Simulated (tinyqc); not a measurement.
Inside a calculation (part 1 of 2). Method: RHF in the sto-3g basis, for H2O, spin multiplicity 1. Computed by tinyqc, a small Python program that keeps every step (integrals from PySCF). Settings: charge = 0, multiplicity = 1, basis = sto-3g, energy threshold = 1e-08, iteration cap = 59, orthogonalisation = canonical, start = atomic densities, DIIS depth = 0, method = RHF. Command: `OMP_NUM_THREADS=1 python tinyqc.py 28891 28892 out.jsonl` (the two numbers bound the seeds that draw the settings). One thread of a shared host (Intel(R) Xeon(R) Processor @ 2.60GHz), about 0.07 s of CPU time with the checks. Later iterations appear only in the table of the cycle.

## One-electron integrals

Geometry (angstrom):

| atom | x | y | z |
|---|---|---|---|
| O | 0.000000 | 0.000000 | 0.000000 |
| H | 0.000000 | 0.712000 | 0.622000 |
| H | 0.000000 | -0.712000 | 0.622000 |

Basis sto-3g: exponents (1/bohr^2) and contraction coefficients of normalised primitives:

| element | l (shell) | exponent | coefficient |
|---|---|---|---|
| O | s (1) | 130.709320 | 0.154329 |
| O | s (1) | 23.808861 | 0.535328 |
| O | s (1) | 6.443608 | 0.444635 |
| O | s (2) | 5.033151 | -0.099967 |
| O | s (2) | 1.169596 | 0.399513 |
| O | s (2) | 0.380389 | 0.700115 |
| O | p (3) | 5.033151 | 0.155916 |
| O | p (3) | 1.169596 | 0.607684 |
| O | p (3) | 0.380389 | 0.391957 |
| H | s (1) | 3.425251 | 0.154329 |
| H | s (1) | 0.623914 | 0.535328 |
| H | s (1) | 0.168855 | 0.444635 |

Overlap, kinetic and nuclear-attraction integrals over the contracted functions; the nuclear repulsion is the sum of Za Zb / Rab.

nuclear repulsion = 9.32720188 hartree

overlap S:
```
           1O 1s     1O 2s    1O 2px     1O 2py    1O 2pz     2H 1s      3H 1s
1O 1s   1.000000  0.236704  0.000000   0.000000  0.000000  0.055506   0.055506
1O 2s   0.236704  1.000000  0.000000   0.000000  0.000000  0.482565   0.482565
1O 2px  0.000000  0.000000  1.000000   0.000000  0.000000  0.000000   0.000000
1O 2py  0.000000  0.000000  0.000000   1.000000  0.000000  0.299368  -0.299368
1O 2pz  0.000000  0.000000  0.000000   0.000000  1.000000  0.261527   0.261527
2H 1s   0.055506  0.482565  0.000000   0.299368  0.261527  1.000000   0.285962
3H 1s   0.055506  0.482565  0.000000  -0.299368  0.261527  0.285962   1.000000
```

kinetic energy T (hartree):
```
            1O 1s      1O 2s    1O 2px     1O 2py    1O 2pz      2H 1s      3H 1s
1O 1s   29.003200  -0.168011  0.000000   0.000000  0.000000  -0.001654  -0.001654
1O 2s   -0.168011   0.808128  0.000000   0.000000  0.000000   0.134348   0.134348
1O 2px   0.000000   0.000000  2.528731   0.000000  0.000000   0.000000   0.000000
1O 2py   0.000000   0.000000  0.000000   2.528731  0.000000   0.220978  -0.220978
1O 2pz   0.000000   0.000000  0.000000   0.000000  2.528731   0.193046   0.193046
2H 1s   -0.001654   0.134348  0.000000   0.220978  0.193046   0.760032   0.017006
3H 1s   -0.001654   0.134348  0.000000  -0.220978  0.193046   0.017006   0.760032
```

nuclear attraction V (hartree):
```
             1O 1s       1O 2s     1O 2px      1O 2py      1O 2pz      2H 1s      3H 1s
1O 1s   -61.737903   -7.448057   0.000000    0.000000   -0.020938  -1.798266  -1.798266
1O 2s    -7.448057  -10.155408   0.000000    0.000000   -0.245177  -3.959253  -3.959253
1O 2px    0.000000    0.000000  -9.996559    0.000000    0.000000   0.000000   0.000000
1O 2py    0.000000    0.000000   0.000000  -10.142283    0.000000  -2.182065   2.182065
1O 2pz   -0.020938   -0.245177   0.000000    0.000000  -10.107771  -1.993070  -1.993070
2H 1s    -1.798266   -3.959253   0.000000   -2.182065   -1.993070  -5.903445  -1.833971
3H 1s    -1.798266   -3.959253   0.000000    2.182065   -1.993070  -1.833971  -5.903445
```

core Hamiltonian H = T + V (hartree):
```
             1O 1s      1O 2s     1O 2px     1O 2py     1O 2pz      2H 1s      3H 1s
1O 1s   -32.734704  -7.616068   0.000000   0.000000  -0.020938  -1.799920  -1.799920
1O 2s    -7.616068  -9.347280   0.000000   0.000000  -0.245177  -3.824904  -3.824904
1O 2px    0.000000   0.000000  -7.467828   0.000000   0.000000   0.000000   0.000000
1O 2py    0.000000   0.000000   0.000000  -7.613551   0.000000  -1.961087   1.961087
1O 2pz   -0.020938  -0.245177   0.000000   0.000000  -7.579040  -1.800024  -1.800024
2H 1s    -1.799920  -3.824904   0.000000  -1.961087  -1.800024  -5.143413  -1.816966
3H 1s    -1.799920  -3.824904   0.000000   1.961087  -1.800024  -1.816966  -5.143413
```

## Two-electron integrals

Functions are numbered as in S; the eight-fold symmetry (ij|kl) = (ji|kl) = (kl|ij) leaves the list below.

Two-electron integrals (ij|kl) in chemists' order, unique and non-zero (hartree):
```
(11|11) 4.785065    (21|11) 0.741380    (21|21) 0.136873    (22|11) 1.118947
(22|21) 0.256633    (22|22) 0.817206    (31|31) 0.024477    (32|31) 0.037809
(32|32) 0.180518    (33|11) 1.115814    (33|21) 0.256684    (33|22) 0.817023
(33|33) 0.880159    (41|41) 0.024477    (42|41) 0.037809    (42|42) 0.180518
(43|43) 0.047444    (44|11) 1.115814    (44|21) 0.256684    (44|22) 0.817023
(44|33) 0.785270    (44|44) 0.880159    (51|51) 0.024477    (52|51) 0.037809
(52|52) 0.180518    (53|53) 0.047444    (54|54) 0.047444    (55|11) 1.115814
(55|21) 0.256684    (55|22) 0.817023    (55|33) 0.785270    (55|44) 0.785270
(55|55) 0.880159    (61|11) 0.176724    (61|21) 0.032333    (61|22) 0.060171
(61|33) 0.060058    (61|41) 0.001118    (61|42) 0.002085    (61|44) 0.060255
(61|51) 0.000977    (61|52) 0.001822    (61|54) 0.000172    (61|55) 0.060208
(61|61) 0.007736    (62|11) 0.411900    (62|21) 0.095575    (62|22) 0.334854
(62|33) 0.329323    (62|41) 0.005375    (62|42) 0.040333    (62|44) 0.338558
(62|51) 0.004695    (62|52) 0.035235    (62|54) 0.008067    (62|55) 0.336371
(62|61) 0.022981    (62|62) 0.167104    (63|31) 0.010216    (63|32) 0.058681
(63|43) 0.008470    (63|53) 0.007400    (63|63) 0.024376    (64|11) 0.217499
(64|21) 0.051141    (64|22) 0.191390    (64|33) 0.182624    (64|41) 0.012750
(64|42) 0.080649    (64|44) 0.204753    (64|51) 0.002214    (64|52) 0.019192
(64|54) 0.011932    (64|55) 0.186584    (64|61) 0.012864    (64|62) 0.116014
(64|64) 0.104034    (65|11) 0.190007    (65|21) 0.044677    (65|22) 0.167198
(65|33) 0.159540    (65|41) 0.002214    (65|42) 0.019192    (65|44) 0.164072
(65|51) 0.012150    (65|52) 0.075447    (65|54) 0.012430    (65|55) 0.177798
(65|61) 0.011238    (65|62) 0.101349    (65|64) 0.069589    (65|65) 0.085169
(66|11) 0.537617    (66|21) 0.126773    (66|22) 0.507531    (66|33) 0.486843
(66|41) 0.009590    (66|42) 0.097771    (66|44) 0.521694    (66|51) 0.008378
(66|52) 0.085412    (66|54) 0.030446    (66|55) 0.513441    (66|61) 0.030788
(66|62) 0.312759    (66|64) 0.248112    (66|65) 0.216749    (66|66) 0.774606
(71|11) 0.176724    (71|21) 0.032333    (71|22) 0.060171    (71|33) 0.060058
(71|41) -0.001118   (71|42) -0.002085   (71|44) 0.060255    (71|51) 0.000977
(71|52) 0.001822    (71|54) -0.000172   (71|55) 0.060208    (71|61) 0.007628
(71|62) 0.022327    (71|64) 0.011371    (71|65) 0.010924    (71|66) 0.029568
(71|71) 0.007736    (72|11) 0.411900    (72|21) 0.095575    (72|22) 0.334854
(72|33) 0.329323    (72|41) -0.005375   (72|42) -0.040333   (72|44) 0.338558
(72|51) 0.004695    (72|52) 0.035235    (72|54) -0.008067   (72|55) 0.336371
(72|61) 0.022327    (72|62) 0.139108    (72|64) 0.065971    (72|65) 0.082221
(72|66) 0.218151    (72|71) 0.022981    (72|72) 0.167104    (73|31) 0.010216
(73|32) 0.058681    (73|43) -0.008470   (73|53) 0.007400    (73|63) 0.019741
(73|73) 0.024376    (74|11) -0.217499   (74|21) -0.051141   (74|22) -0.191390
(74|33) -0.182624   (74|41) 0.012750    (74|42) 0.080649    (74|44) -0.204753
(74|51) -0.002214   (74|52) -0.019192   (74|54) 0.011932    (74|55) -0.186584
(74|61) -0.011371   (74|62) -0.065971   (74|64) -0.011901   (74|65) -0.038048
(74|66) -0.089770   (74|71) -0.012864   (74|72) -0.116014   (74|74) 0.104034
(75|11) 0.190007    (75|21) 0.044677    (75|22) 0.167198    (75|33) 0.159540
(75|41) -0.002214   (75|42) -0.019192   (75|44) 0.164072    (75|51) 0.012150
(75|52) 0.075447    (75|54) -0.012430   (75|55) 0.177798    (75|61) 0.010924
(75|62) 0.082221    (75|64) 0.038048    (75|65) 0.067601    (75|66) 0.141957
(75|71) 0.011238    (75|72) 0.101349    (75|74) -0.069589   (75|75) 0.085169
(76|11) 0.180769    (76|21) 0.042342    (76|22) 0.161070    (76|33) 0.157142
(76|44) 0.159970    (76|51) 0.003265    (76|52) 0.029083    (76|55) 0.165925
(76|61) 0.010099    (76|62) 0.080654    (76|64) 0.048028    (76|65) 0.054990
(76|66) 0.156719    (76|71) 0.010099    (76|72) 0.080654    (76|74) -0.048028
(76|75) 0.054990    (76|76) 0.047217    (77|11) 0.537617    (77|21) 0.126773
(77|22) 0.507531    (77|33) 0.486843    (77|41) -0.009590   (77|42) -0.097771
(77|44) 0.521694    (77|51) 0.008378    (77|52) 0.085412    (77|54) -0.030446
(77|55) 0.513441    (77|61) 0.029568    (77|62) 0.218151    (77|64) 0.089770
(77|65) 0.141957    (77|66) 0.362146    (77|71) 0.030788    (77|72) 0.312759
(77|74) -0.248112   (77|75) 0.216749    (77|76) 0.156719    (77|77) 0.774606
```

## Orthogonalisation

S = U s U^T; canonical form X = U s^(-1/2), so that X^T S X = 1. Each column of U has its largest component positive (the first on a tie).

eigenvalues of S: 0.334380  0.410157  0.880655  1.000000  1.099298  1.303882  1.971629

X:
```
                1          2          3         4          5          6         7
1O 1s   -0.299663   0.000000   0.759164  0.000000  -0.620106   0.000000  0.141921
1O 2s    1.194579   0.000000  -0.313635  0.000000  -0.316205   0.000000  0.406810
1O 2px   0.000000   0.000000   0.000000  1.000000   0.000000   0.000000  0.000000
1O 2py   0.000000   0.910490   0.000000  0.000000   0.000000   0.711455  0.000000
1O 2pz   0.589650   0.000000   0.646038  0.000000   0.629738   0.000000  0.201733
2H 1s   -0.750370  -0.896967  -0.147406  0.000000   0.119552   0.361091  0.374742
3H 1s   -0.750370   0.896967  -0.147406  0.000000   0.119552  -0.361091  0.374742
```

## Starting guess

The start is atomic minimal-basis densities projected into this basis (PySCF's MINAO start) and scaled to the electron count of each spin; this density is not idempotent, so its energy is not variational and may lie below the converged one.

D at the start:
```
            1O 1s      1O 2s    1O 2px     1O 2py     1O 2pz      2H 1s      3H 1s
1O 1s    2.143201  -0.486672  0.000000   0.000000   0.019175  -0.016873  -0.016873
1O 2s   -0.486672   2.081046  0.000000   0.000000  -0.099968   0.036597   0.036597
1O 2px   0.000000   0.000000  1.308308   0.000000   0.000000   0.000000   0.000000
1O 2py   0.000000   0.000000  0.000000   1.164111   0.000000   0.116146  -0.116146
1O 2pz   0.019175  -0.099968  0.000000   0.000000   1.221552   0.057719   0.057719
2H 1s   -0.016873   0.036597  0.000000   0.116146   0.057719   0.999423   0.082136
3H 1s   -0.016873   0.036597  0.000000  -0.116146   0.057719   0.082136   0.999423
```

## Iteration 1: building the Fock matrix

J_ij = sum D_kl (ij|kl), K_ij = sum D_kl (ik|jl); F = H + J - 0.5 K; E = tr D H + tr D J / 2 - 0.25 tr D K + E_nn.

Coulomb J (hartree):
```
            1O 1s     1O 2s    1O 2px     1O 2py    1O 2pz     2H 1s      3H 1s
1O 1s   17.281694  3.244189  0.000000   0.000000  0.015117  0.767405   0.767405
1O 2s    3.244189  8.080447  0.000000   0.000000  0.172232  3.343811   3.343811
1O 2px   0.000000  0.000000  8.031512   0.000000  0.000000  0.000000   0.000000
1O 2py   0.000000  0.000000  0.000000   8.100623  0.000000  1.913547  -1.913547
1O 2pz   0.015117  0.172232  0.000000   0.000000  8.084964  1.736838   1.736838
2H 1s    0.767405  3.343811  0.000000   1.913547  1.736838  5.258270   1.637361
3H 1s    0.767405  3.343811  0.000000  -1.913547  1.736838  1.637361   5.258270
```

exchange K (hartree):
```
           1O 1s     1O 2s    1O 2px     1O 2py    1O 2pz     2H 1s      3H 1s
1O 1s   9.919265  1.699982  0.000000   0.000000  0.022549  0.446058   0.446058
1O 2s   1.699982  2.837335  0.000000   0.000000  0.189035  1.417978   1.417978
1O 2px  0.000000  0.000000  1.721542   0.000000  0.000000  0.000000   0.000000
1O 2py  0.000000  0.000000  0.000000   1.850775  0.000000  0.605460  -0.605460
1O 2pz  0.022549  0.189035  0.000000   0.000000  1.822182  0.626554   0.626554
2H 1s   0.446058  1.417978  0.000000   0.605460  0.626554  1.531522   0.743089
3H 1s   0.446058  1.417978  0.000000  -0.605460  0.626554  0.743089   1.531522
```

Fock matrix F (hartree):
```
             1O 1s      1O 2s     1O 2px     1O 2py     1O 2pz      2H 1s      3H 1s
1O 1s   -20.412642  -5.221871   0.000000   0.000000  -0.017095  -1.255544  -1.255544
1O 2s    -5.221871  -2.685500   0.000000   0.000000  -0.167463  -1.190082  -1.190082
1O 2px    0.000000   0.000000  -0.297087   0.000000   0.000000   0.000000   0.000000
1O 2py    0.000000   0.000000   0.000000  -0.438316   0.000000  -0.350270   0.350270
1O 2pz   -0.017095  -0.167463   0.000000   0.000000  -0.405166  -0.376463  -0.376463
2H 1s    -1.255544  -1.190082   0.000000  -0.350270  -0.376463  -0.650905  -0.551149
3H 1s    -1.255544  -1.190082   0.000000   0.350270  -0.376463  -0.551149  -0.650905
```

total energy of this density = -75.53775403 hartree

This density is the starting one; it is not idempotent, so its energy is not variational and may lie below the converged one.

## Iteration 1: diagonalisation and new density

Diagonalise F' = X^T F X, C = X C', fill 5 alpha and 5 beta electrons from the bottom; D = 2 C_occ C_occ^T. Each column has its largest component positive (the first on a tie).

F' = X^T F X (hartree):
```
           1          2          3          4          5          6          7
1   0.152938   0.000000   1.509562   0.000000  -1.105833   0.000000   0.019304
2   0.000000   0.620356   0.000000   0.000000   0.000000  -0.002576   0.000000
3   1.509562   0.000000  -9.226835   0.000000   9.057197   0.000000  -3.593771
4   0.000000   0.000000   0.000000  -0.297087   0.000000   0.000000   0.000000
5  -1.105833   0.000000   9.057197   0.000000  -9.841712   0.000000   4.014084
6   0.000000  -0.002576   0.000000   0.000000   0.000000  -0.607812   0.000000
7   0.019304   0.000000  -3.593771   0.000000   4.014084   0.000000  -2.947749
```

orbital energies (hartree): MO1 -20.421902, MO2 -1.512484, MO3 -0.607818, MO4 -0.458429, MO5 -0.297087, MO6 0.529457, MO7 0.620362

coefficients C:
```
              MO1        MO2        MO3        MO4       MO5        MO6        MO7
1O 1s    0.993987  -0.236114   0.000000   0.093722  0.000000  -0.135118   0.000000
1O 2s    0.026803   0.845592   0.000000  -0.483029  0.000000   0.917499   0.000000
1O 2px   0.000000   0.000000   0.000000   0.000000  1.000000   0.000000   0.000000
1O 2py   0.000000   0.000000   0.713363   0.000000  0.000000   0.000000   0.908996
1O 2pz   0.003626   0.119119   0.000000   0.806046  0.000000   0.733761   0.000000
2H 1s   -0.005146   0.148392   0.359209   0.238177  0.000000  -0.812854  -0.897723
3H 1s   -0.005146   0.148392  -0.359209   0.238177  0.000000  -0.812854   0.897723
```

D after iteration 1:
```
            1O 1s      1O 2s    1O 2px     1O 2py     1O 2pz      2H 1s      3H 1s
1O 1s    2.105086  -0.436570  0.000000   0.000000   0.102046  -0.035661  -0.035661
1O 2s   -0.436570   1.898121  0.000000   0.000000  -0.577040   0.020590   0.020590
1O 2px   0.000000   0.000000  2.000000   0.000000   0.000000   0.000000   0.000000
1O 2py   0.000000   0.000000  0.000000   1.017773   0.000000   0.512492  -0.512492
1O 2pz   0.102046  -0.577040  0.000000   0.000000   1.327826   0.419278   0.419278
2H 1s   -0.035661   0.020590  0.000000   0.512492   0.419278   0.415611  -0.100512
3H 1s   -0.035661   0.020590  0.000000  -0.512492   0.419278  -0.100512   0.415611
```

## Iteration 2: building the Fock matrix

As before.

Coulomb J (hartree):
```
            1O 1s     1O 2s    1O 2px     1O 2py     1O 2pz     2H 1s      3H 1s
1O 1s   17.582208  3.323618  0.000000   0.000000  -0.007168  0.784731   0.784731
1O 2s    3.323618  8.314253  0.000000   0.000000   0.033051  3.383670   3.383670
1O 2px   0.000000  0.000000  8.311400   0.000000   0.000000  0.000000   0.000000
1O 2py   0.000000  0.000000  0.000000   8.300297   0.000000  1.921808  -1.921808
1O 2pz  -0.007168  0.033051  0.000000   0.000000   8.307259  1.698333   1.698333
2H 1s    0.784731  3.383670  0.000000   1.921808   1.698333  5.179564   1.630472
3H 1s    0.784731  3.383670  0.000000  -1.921808   1.698333  1.630472   5.179564
```

exchange K (hartree):
```
           1O 1s      1O 2s    1O 2px     1O 2py     1O 2pz     2H 1s      3H 1s
1O 1s   9.778099   1.666295  0.000000   0.000000   0.004989  0.411144   0.411144
1O 2s   1.666295   2.666328  0.000000   0.000000  -0.099767  1.169846   1.169846
1O 2px  0.000000   0.000000  2.282207   0.000000   0.000000  0.000000   0.000000
1O 2py  0.000000   0.000000  0.000000   1.948291   0.000000  0.662793  -0.662793
1O 2pz  0.004989  -0.099767  0.000000   0.000000   2.058389  0.577607   0.577607
2H 1s   0.411144   1.169846  0.000000   0.662793   0.577607  1.222747   0.506043
3H 1s   0.411144   1.169846  0.000000  -0.662793   0.577607  0.506043   1.222747
```

Fock matrix F (hartree):
```
             1O 1s      1O 2s     1O 2px     1O 2py     1O 2pz      2H 1s      3H 1s
1O 1s   -20.041545  -5.125598   0.000000   0.000000  -0.030601  -1.220761  -1.220761
1O 2s    -5.125598  -2.366190   0.000000   0.000000  -0.162242  -1.026157  -1.026157
1O 2px    0.000000   0.000000  -0.297532   0.000000   0.000000   0.000000   0.000000
1O 2py    0.000000   0.000000   0.000000  -0.287400   0.000000  -0.370675   0.370675
1O 2pz   -0.030601  -0.162242   0.000000   0.000000  -0.300975  -0.390494  -0.390494
2H 1s    -1.220761  -1.026157   0.000000  -0.370675  -0.390494  -0.575223  -0.439515
3H 1s    -1.220761  -1.026157   0.000000   0.370675  -0.390494  -0.439515  -0.575223
```

total energy of this density = -74.92524310 hartree

## Iteration 2: diagonalisation and new density

As before.

F' = X^T F X (hartree):
```
           1         2          3          4          5          6          7
1   0.300651  0.000000   1.481536   0.000000  -1.038388   0.000000   0.102040
2   0.000000  0.754272   0.000000   0.000000   0.000000   0.131098   0.000000
3   1.481536  0.000000  -8.971044   0.000000   8.958520   0.000000  -3.624280
4   0.000000  0.000000   0.000000  -0.297532   0.000000   0.000000   0.000000
5  -1.038388  0.000000   8.958520   0.000000  -9.613517   0.000000   3.898063
6   0.000000  0.131098   0.000000   0.000000   0.000000  -0.561767   0.000000
7   0.102040  0.000000  -3.624280   0.000000   3.898063   0.000000  -2.716263
```

orbital energies (hartree): MO1 -20.050823, MO2 -1.218306, MO3 -0.574699, MO4 -0.389851, MO5 -0.297532, MO6 0.658806, MO7 0.767205

coefficients C:
```
              MO1        MO2        MO3        MO4       MO5        MO6        MO7
1O 1s    0.993953  -0.226233   0.000000   0.117696  0.000000  -0.133504   0.000000
1O 2s    0.027434   0.794082   0.000000  -0.595919  0.000000   0.896898   0.000000
1O 2px   0.000000   0.000000   0.000000   0.000000  1.000000   0.000000   0.000000
1O 2py   0.000000   0.000000   0.618636   0.000000  0.000000   0.000000   0.975936
1O 2pz   0.004811   0.160916   0.000000   0.749315  0.000000   0.784173   0.000000
2H 1s   -0.006196   0.178801   0.447402   0.276701  0.000000  -0.794315  -0.857186
3H 1s   -0.006196   0.178801  -0.447402   0.276701  0.000000  -0.794315   0.857186
```

D after iteration 2:
```
            1O 1s      1O 2s    1O 2px     1O 2py     1O 2pz      2H 1s      3H 1s
1O 1s    2.105954  -0.445033  0.000000   0.000000   0.113137  -0.028085  -0.028085
1O 2s   -0.445033   1.972877  0.000000   0.000000  -0.637238  -0.046157  -0.046157
1O 2px   0.000000   0.000000  2.000000   0.000000   0.000000   0.000000   0.000000
1O 2py   0.000000   0.000000  0.000000   0.765420   0.000000   0.553557  -0.553557
1O 2pz   0.113137  -0.637238  0.000000   0.000000   1.174781   0.472157   0.472157
2H 1s   -0.028085  -0.046157  0.000000   0.553557   0.472157   0.617480  -0.183193
3H 1s   -0.028085  -0.046157  0.000000  -0.553557   0.472157  -0.183193   0.617480
```
